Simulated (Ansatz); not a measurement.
We consider fcc Ir, described by PBEsol (Ansatz, a program for electronic structure, PAW).

Numerical settings: plane-wave cutoff 520 eV, 30×30×30 k mesh, Fermi–Dirac smearing 0.077 eV (set by the program), no spin polarisation, scalar-relativistic PAW data made under PBE.

Computed at the level's own relaxed cell.

```
Ir
1.0
    0.00000     1.91516     1.91516
    1.91516     0.00000     1.91516
    1.91516     1.91516     0.00000
Ir
1
Direct
  0.00000   0.00000   0.00000
```

Problem. Give the elastic tensor (Voigt notation, GPa, ions relaxed, in the Cartesian axes of the cell as printed).

Solution. 
```
  645.7   257.0   257.0     0.0     0.0     0.0
  257.0   645.7   257.0     0.0     0.0     0.0
  257.0   257.0   645.7     0.0     0.0     0.0
    0.0     0.0     0.0   283.2     0.0     0.0
    0.0     0.0     0.0     0.0   283.2     0.0
    0.0     0.0     0.0     0.0     0.0   283.2
```

Measured, for comparison: elastic constant C11 590 GPa, elastic constant C12 249 GPa, elastic constant C44 262 GPa (temperature not stated, not corrected to a static lattice; as tabulated in Mehl and Papaconstantopoulos (1996), arXiv:mtrl-th/9602003). Computed (rounded) less measured: elastic constant C11 +9 %, elastic constant C12 +3 %, elastic constant C44 +8 %. A static lattice is as a rule a little smaller and stiffer than an uncorrected measurement, which narrows the difference in the elastic constant C11, elastic constant C12, elastic constant C44 and would widen misses of the other sign.

Spin–orbit coupling is not included.

The computed numbers hold no vibrational or temperature effects.
